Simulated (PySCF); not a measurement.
Computed with PBE0-D3(BJ)/def2-TZVP (PySCF). Gas-phase values, no solvent. 

Reference species (SMILES): `C1CC1C` (neutral, multiplicity 1).

```yaml
HOMO: -7.89 eV
```

Changed species: `C/C=C/C`.

Problem. Predict the effect on the HOMO.

Solution. the HOMO increases by 0.99 eV, to -6.90 eV.
